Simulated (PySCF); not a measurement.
**Broadened absorption spectrum of N2H4**

Species: N₂H₄.
SMILES: `NN`

Method: TDDFT PBE0/def2-SVPD, vertical, gas phase, core orbitals frozen in the response (PySCF). Geometry: PBE0-D3(BJ)/def2-SVP, one conformer, isolated molecule. Torsions of this conformer, `[NH2:1][NH2:2]`: H–N1–N2–H 150°, H–N1–N2–H -90°.

Broadening: Gaussians 0.4 eV wide at half height, area fixed by f = 4.319×10⁻⁹ ∫ε dν̃. The width is an assumption, not a result. The curve ends short of the highest state used, and states not computed would add to its high-energy end.

```csv
λ (nm),ε (L mol⁻¹ cm⁻¹)
158.0,1109
159.2,1902
160.3,2795
161.5,3789
162.7,4576
163.8,4934
165.0,4837
166.2,4283
167.3,3517
168.5,2593
169.6,1812
170.8,1129
172.0,650
173.1,369
174.3,194
175.5,115
176.6,103
177.8,141
179.0,230
180.1,357
181.3,543
182.5,769
183.6,994
184.8,1231
185.9,1412
187.1,1542
188.3,1581
189.4,1536
190.6,1407
191.8,1220
192.9,1021
194.1,800
195.3,596
196.4,437
197.6,298
198.7,201
199.9,126
201.1,76
202.2,46
203.4,26
204.6,14
205.7,8
206.9,4
208.1,2
```

Q: Where are the band maxima, and which computed states make them?

A: 188 nm (6.59 eV), ε about 1600, made up of S1 (38%) and S2 (62%); 164 nm (7.55 eV), ε about 5000, made up of S3 (52%) and S4 (48%) (ε in L mol⁻¹ cm⁻¹; maxima over ε = 5, shares over 10%). The states used: S1 6.56 eV (f 0.0091); S2 6.61 eV (f 0.015); S3 7.54 eV (f 0.038); S4 7.57 eV (f 0.035); S5 8.36 eV (f 0.0004); S6 8.45 eV (f 0.016).

Q: Coming from long wavelengths, where does ε first pass 100 L mol⁻¹ cm⁻¹?

A: At about 200 nm (6.19 eV), 0.37 eV below S1.

Q: What would ε be at 7.55 eV, the highest of these maxima, with half the width (0.2 eV)?

A: About 9830 L mol⁻¹ cm⁻¹ against 4960, a factor of about 1.98; a lone state at its own centre would give exactly 2.

Q: On this curve, what absorbance would a 10⁻⁵ mol/L sample give at 193 nm over a 1 cm path?

A: 193 nm is 6.424 eV, where ε is about 1000 L mol⁻¹ cm⁻¹, so A = ε c l ≈ 0.01 (Beer–Lambert, with the gas-phase spectrum and the assumed width).
